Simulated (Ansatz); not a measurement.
Basis-set extrapolation for BClHO (`O[B]Cl`) radical (PBE0-D4/def2-TZVP geometry, frozen core, Ansatz). Multiplicity 2, UHF reference.

```json
{"": "HF", "def2-TZVPP": "-559.720963", "def2-QZVPP": "-559.738497"}
{"": "MP2 correlation", "def2-TZVPP": "-0.499594", "def2-QZVPP": "-0.543891"}
{"": "CCSD(T) correlation", "def2-TZVPP": "-0.543127", "def2-QZVPP": "-0.586312"}
```

Energies in hartree. Use E(X) = E(∞) + A·exp(−7.88·√X) for Hartree–Fock and E(X) = E(∞) + B·X^(−2.97) for correlation, with X = 3 and 4.

Task: What is the CCSD(T) energy at the basis-set limit?

Result: HF limit: -559.738497 + (-0.017534) × 0.13774 = -559.74091. Correlation limit: -0.586312 + (-0.043185) × 0.74074 = -0.61830. Total: -560.35921 hartree, 2.59 eV below CCSD(T)/def2-TZVPP.
